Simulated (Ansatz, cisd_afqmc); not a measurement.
System: C2H2, charge 1, doublet. C2H2+ (parent SMILES C#C, doublet).
B3LYP-D3(BJ)/def2-TZVP minimum from Ansatz (an electronic-structure program):
```xyz
4

C      0.0000     0.0000    -0.6217
C      0.0000     0.0000     0.6217
H      0.0000     0.0000     1.7012
H      0.0000     0.0000    -1.7012
```
Charge +1, spin multiplicity 2.

Total energies in cc-pVTZ, 9 correlated electrons, 2 frozen orbitals. Open shells are spin-unrestricted; no spin-orbit coupling. Cores are frozen in correlated methods. No relativity. AFQMC/CISD: phaseless, guided by CISD from CCSD amplitudes; bars are statistical, one sigma. Outlying blocks are dropped, and bars are widened where a walk drifts. Over all cases where full CI ran beside it in this data, AFQMC minus full CI had a median of +0.1 mEh and passed +0.4 mEh in a tenth of the cases.

```tsv
method	program	energy (Eh)	minus CCSDT(Q) (mEh)
HF	Ansatz	-76.49010	284.21
MP2	Ansatz	-76.73788	36.44
CCSD	Ansatz	-76.76136	12.96
CCSD(T)	Ansatz	-76.77288	1.44
CCSDT(Q)	Ansatz	-76.77432	0.00
AFQMC/CISD	cisd_afqmc	-76.7730 ± 0.0004	1.4 ± 0.4
```

Rough core times of Ansatz's runs on a shared machine: CCSD(T) under 20 s, CCSDT(Q) 7 min.
